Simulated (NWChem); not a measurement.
# pyrrole (C4H5N); SMILES c1cc[nH]c1

```xyz
10

C      0.7079    -0.9860     0.0000
C     -0.7136    -0.9820     0.0000
C     -1.1183     0.3363     0.0000
N      0.0032     1.1161     0.0000
C      1.1201     0.3299     0.0000
H      1.3599    -1.8575     0.0000
H     -1.3706    -1.8497     0.0000
H     -2.1134     0.7757     0.0000
H      0.0061     2.1258     0.0000
H      2.1177     0.7636     0.0000
```
Atoms are numbered in this order, from 1.

Level: PBE0/def2-SVP (NWChem), optimised geometry, unscaled harmonic frequencies. 

Q: List the harmonic frequencies with IR intensities, and the thermochemistry.

A: 
```
frequency (cm⁻¹)  IR intensity (km/mol)
----------------  ---------------------
539                                75.6
636                                 0.0
653                                 0.3
709                                 0.0
738                               129.0
857                                 1.2
870                                 1.1
896                                 0.1
905                                 0.0
1038                               26.6
1067                               27.0
1098                                9.6
1166                                4.3
1202                                3.9
1306                                3.1
1463                                2.7
1503                                4.4
1533                                9.7
1604                                3.4
3263                                1.8
3274                                1.0
3288                                0.7
3294                                0.0
3709                               84.6
```

```json
{
  "zero_point_energy": "52.3 kcal/mol",
  "thermal correction to the enthalpy at 298.15 K (with zero-point energy)": "55.3 kcal/mol",
  "heat capacity Cv": "14.5 cal/(mol K)",
  "entropy at 298.15 K and 1 atm (symmetry number 2)": "64.2 cal/(mol K)",
  "dipole_moment": "2.05 D"
}
```

Rigid rotor and harmonic oscillator.
